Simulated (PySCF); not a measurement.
A made-up structure of BSiH$_{3}$, closed shell:

```csv
atom,x (Å),y (Å),z (Å)
B1,0.5630,-1.0225,0.5712
Si2,-0.3188,0.5808,-0.3282
H3,1.1381,-2.0625,1.1473
H4,-1.8092,0.4481,-1.0307
H5,0.4269,2.0561,-0.3596
```

It is relaxed with PBE-D4/def2-SVP and then PBE0-D4/def2-TZVP (PySCF 2.14 with density fitting (its default auxiliary sets; JK sets also for MP2 and CCSD(T))). Atoms count as bonded within 1.22 times the sum of their covalent radii (H–H: 0.88 Å). The end point is not checked to be a true minimum.

Task: Does its bonding change? (A judgement: the text doesn't fix the answer.)

Result: The calculation gives: No: no bond forms or breaks.

Where it ends: The first stage lowers the energy by 0.88 eV in 8 steps. It ends as BSiH₃ ([BH][SiH2]):
B1  (0.502, -0.912, 0.510)
Si2  (-0.284, 0.519, -0.297)
H3  (1.016, -1.842, 1.022)
H4  (-1.618, 0.402, -0.921)
H5  (0.380, 1.838, -0.322)
(Å)

Labels in which every atom is bracketed show which atoms are joined, not bond orders.

For scale, one of the runs: PBE0-D4/def2-TZVP relaxation, 86 basis functions, launched by `OMP_NUM_THREADS=2 python run.py`. Hardware: 2 CPU threads of an Intel Xeon 6975P-C, shared host. Wall time 11 s; peak host memory 0.84 GiB.
